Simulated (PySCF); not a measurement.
# CCSDT/STO-3G run of [S4]2− ([S4]2-)

Aim: the energy change on altering one bond length of [S4]2− ([S4]2-) at CCSDT/STO-3G, from 2 runs. 

The results are computed with PySCF 2.14.0.

11 further runs of the same task are left out: 2 that didn't finish, 9 set aside as unsound or not needed.

**1. Starting point**

[S4]2− has 4 atoms, charge -2, and is taken as a singlet. The coordinates come from a GFN2-xTB relaxation.

Bond lengths: S1–S2 1.994 Å, S2–S3 2.110 Å, S3–S4 1.994 Å. Angles: S1–S2–S3 112.2°, S2–S3–S4 112.2°.

**2. A single-point energy at CCSDT/STO-3G**

Contents of input.xyz:

```xyz
4
S4
S     -1.447470     0.791440     1.641580
S      0.409070     0.724090     0.917360
S      0.447450     0.225710    -1.132780
S      0.590950    -1.741240    -1.426160
```

Contents of input.py:

```python
from pyscf import gto, scf, cc

molecule = gto.Mole()
molecule.atom = 'input.xyz'
molecule.max_memory = 1860
molecule.basis = 'sto-3g'
molecule.verbose = 4
molecule.charge = -2
molecule.build()

mf = scf.RHF(molecule)
mf.conv_tol = 1e-10
mf.kernel()
if not mf.converged:
    mf = mf.newton().run(mf.mo_coeff, mf.mo_occ)

mycc = cc.CCSDT(mf, frozen=20)
mycc.kernel()
energy = mycc.e_tot
print(f'total energy: {energy:.8f} hartree')
```

Launch:

```sh
$ OMP_NUM_THREADS=1 python input.py
```

What it wrote:

```text
PySCF version 2.14.0

[INPUT] num. atoms = 4
[INPUT] num. electrons = 66
[INPUT] charge = -2
[INPUT] spin (= nelec alpha-beta = 2S) = 0
[INPUT] symmetry False subgroup None
[INPUT] Mole.unit = angstrom
[INPUT] Symbol           X                Y                Z      unit          X                Y                Z       unit  Magmom
[INPUT]  1 S     -1.447470000000   0.791440000000   1.641580000000 AA   -2.735321873524   1.495604844026   3.102136611564 Bohr   0.0
[INPUT]  2 S      0.409070000000   0.724090000000   0.917360000000 AA    0.773030265776   1.368331789536   1.733559157631 Bohr   0.0
[INPUT]  3 S      0.447450000000   0.225710000000  -1.132780000000 AA    0.845557954437   0.426530083576  -2.140643959385 Bohr   0.0
[INPUT]  4 S      0.590950000000  -1.741240000000  -1.426160000000 AA    1.116733653312  -3.290466717138  -2.695051809810 Bohr   0.0

nuclear repulsion = 309.919131530106
number of shells = 20
number of NR pGTOs = 108
number of NR cGTOs = 36
basis = sto-3g
ecp = {}

[... 37 lines left out ...]
converged SCF energy = -1572.17897108076
[... 16 lines left out ...]
WARN: A large `blksize` is being used, which may cause large memory consumption
[... 12 lines left out ...]
Init t2, MP2 energy = -1572.233349173724  E_corr(MP2) -0.054378092967
[... 17 lines left out ...]
RCCSDT converged
[... 3 lines left out ...]
total energy: -1572.25425135 hartree
```

Run time: 2.5 s. Hardware: 1 thread of Intel Xeon Platinum 8375C at 2.90GHz (Ice Lake), shared host; peak memory 0.11 GiB.

**3. The distorted shape, same level**

Contents of calc.py:

```python
from pyscf import gto, scf, cc

system = gto.Mole()
system.atom = '''
S     -2.789563     2.239087     3.213031
S      0.718789     2.111814     1.844454
S      0.791317     1.170013    -2.029749
S      1.116734    -3.290467    -2.695052
'''
system.basis = 'sto-3g'
system.unit = 'bohr'
system.max_memory = 1860
system.spin = 0
system.charge = -2
system.verbose = 4
system.build()

mf = scf.RHF(system)
mf.conv_tol = 1e-10
mf.kernel()
if not mf.converged:
    mf = mf.newton().run(mf.mo_coeff, mf.mo_occ)

mycc = cc.CCSDT(mf, frozen=20)
mycc.kernel()
energy = mycc.e_tot
print('E = %.10f Eh' % energy)
```

Launch:

```sh
$ OMP_NUM_THREADS=1 python calc.py
```

What it wrote:

```text
PySCF version 2.14.0

[INPUT] num. atoms = 4
[INPUT] num. electrons = 66
[INPUT] charge = -2
[INPUT] spin (= nelec alpha-beta = 2S) = 0
[INPUT] symmetry False subgroup None
[INPUT] Mole.unit = bohr
[INPUT] Symbol           X                Y                Z      unit          X                Y                Z       unit  Magmom
[INPUT]  1 S     -1.476173168026   1.184873813667   1.700262783179 AA   -2.789563000000   2.239087000000   3.213031000000 Bohr   0.0
[INPUT]  2 S      0.380366758260   1.117523842502   0.976043023390 AA    0.718789000000   2.111814000000   1.844454000000 Bohr   0.0
[INPUT]  3 S      0.418746923014   0.619144216080  -1.074096914688 AA    0.791317000000   1.170013000000  -2.029749000000 Bohr   0.0
[INPUT]  4 S      0.590950183460  -1.741240149684  -1.426160100644 AA    1.116734000000  -3.290467000000  -2.695052000000 Bohr   0.0

nuclear repulsion = 293.229824015045
number of shells = 20
number of NR pGTOs = 108
number of NR cGTOs = 36
basis = sto-3g
ecp = {}

[... 43 lines left out ...]
converged SCF energy = -1572.15711145217
[... 16 lines left out ...]
WARN: A large `blksize` is being used, which may cause large memory consumption
[... 12 lines left out ...]
Init t2, MP2 energy = -1572.218869196014  E_corr(MP2) -0.061757743840
[... 22 lines left out ...]
RCCSDT converged
[... 3 lines left out ...]
E = -1572.2446756727 Eh
```

Wall time 3.3 s (1 thread of Intel Xeon Platinum 8375C at 2.90GHz (Ice Lake), shared host); peak memory 0.11 GiB.

**4. Summary of results**

At CCSDT/STO-3G, 20 core orbitals frozen:

| quantity | value |
| --- | --- |
| first shape: total energy | -1572.25425 Eh |
| first shape: HOMO energy (Hartree–Fock orbitals) | 8.34 eV |
| first shape: LUMO energy (Hartree–Fock orbitals) | 21.19 eV |
| first shape: HOMO–LUMO gap (to an unbound level, set by the basis) | 12.84 eV |
| first shape: correlation energy (20 core orbitals frozen) | -75.3 mEh |
| first shape: T1 diagnostic | 0.011 |
| distorted shape: total energy | -1572.24468 Eh |
| distorted shape: HOMO energy (Hartree–Fock orbitals) | 8.30 eV |
| distorted shape: LUMO energy (Hartree–Fock orbitals) | 19.53 eV |
| distorted shape: HOMO–LUMO gap (to an unbound level, set by the basis) | 11.24 eV |
| distorted shape: correlation energy (20 core orbitals frozen) | -87.6 mEh |
| distorted shape: T1 diagnostic | 0.015 |
| energy change with the S3–S4 bond stretched from 1.994 to 2.393 Å | 0.261 eV |

With the S3–S4 bond stretched from 1.994 to 2.393 Å the energy rises by 0.26 eV (6.0 kcal/mol). The first shape isn't relaxed at this level, so the change isn't measured from a minimum. The minimal basis adds a large error of its own. The HOMO (first shape) lies at positive energy, 8.34 eV: the electron is unbound at this level or held by a compact basis; values depend on the basis. Mulliken charges (distorted shape) of the mean-field density run from -0.70 on S1 to -0.29 on S2; they depend strongly on the basis. The HOMO (distorted shape) lies at positive energy, 8.30 eV: the electron is unbound at this level or held by a compact basis; values depend on the basis.
